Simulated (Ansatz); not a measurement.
## Worked example: the barrier

An elementary step of NH4O, doublet (H₂O + NH₂ → NH₃ + OH; bonds formed: H1–N3; bonds broken: H1–O2). “Start” is the structure reached by relaxing down from the saddle towards the reactants; PBE0-D4/def2-TZVP structures. The saddle:

```csv
atom,x (Å),y (Å),z (Å)
H1,-0.2970,-0.3889,-0.3370
O2,0.4663,-1.3471,0.0455
N3,-0.6716,0.6726,-0.1656
H4,1.3713,-1.0215,-0.0414
H5,0.0852,1.3362,-0.3096
H6,-0.9542,0.7487,0.8081
```

Program: Ansatz 0.2.0. Basis: def2-TZVPP and def2-QZVPP. Cores are frozen in the correlated methods; orbitals are unrestricted.

Energies in eV:

| quantity | saddle | start |
| --- | --- | --- |
| Hartree–Fock, triple zeta (X = 3) | -3581.06145 | -3582.55666 |
| Hartree–Fock, quadruple zeta (X = 4) | -3581.24430 | -3582.74688 |
| MP2 correlation, X = 3 | -12.62076 | -12.18866 |
| MP2 correlation, X = 4 | -13.59337 | -13.16636 |
| CCSD(T) correlation, X = 3 | -13.82932 | -13.17985 |

Work out the barrier at the basis limit: extrapolate Hartree–Fock as E(X) = E∞ + A exp(−7.88 √X) and the MP2 correlation as E(X) = E∞ + B X^−2.97 (the exponents that Neese and Valeev fitted for def2-TZVPP and QZVPP), then add CCSD(T) − MP2 in triple zeta.

Each step is linear, so take the differences first (saddle − start): Hartree–Fock 1.49521 (X = 3) and 1.50258 (X = 4); MP2 correlation -0.43210 and -0.42701; CCSD(T) correlation -0.64947.
Two points give E∞ = E(4) + w [E(4) − E(3)], with w = 1/(exp(7.88 (2 − √3)) − 1) = 0.1377 for Hartree–Fock and w = 1/((4/3)^2.97 − 1) = 0.7407 for the correlation.
Hartree–Fock: 1.50258 + 0.1377 × 0.00737 = 1.5036 eV.
MP2 correlation: -0.42701 + 0.7407 × 0.00509 = -0.4232 eV.
CCSD(T) − MP2: -0.64947 − (-0.43210) = -0.2174 eV.
Sum: 1.5036 + (-0.4232) + (-0.2174) = 0.8630 eV, or 19.90 kcal/mol. Plain CCSD(T) in triple zeta gives 0.8457 eV, so the larger basis shifts the result by 0.0173 eV.

The T1 diagnostic stays at or below 0.040. ⟨S²⟩ of the unrestricted Hartree–Fock references: 0.76 to 0.79 (a pure state has 0.75).

For scale, one of the runs: CCSD(T)/def2-TZVPP, 118 basis functions, launched by `ansatz run in.yaml --threads 2 --pin off --events-out ev --progress --plain --max-ram 4352MiB`. Hardware: 2 CPU threads of an Arm Neoverse V2, shared host. Wall time 20 s; peak host memory 1.1 GiB.
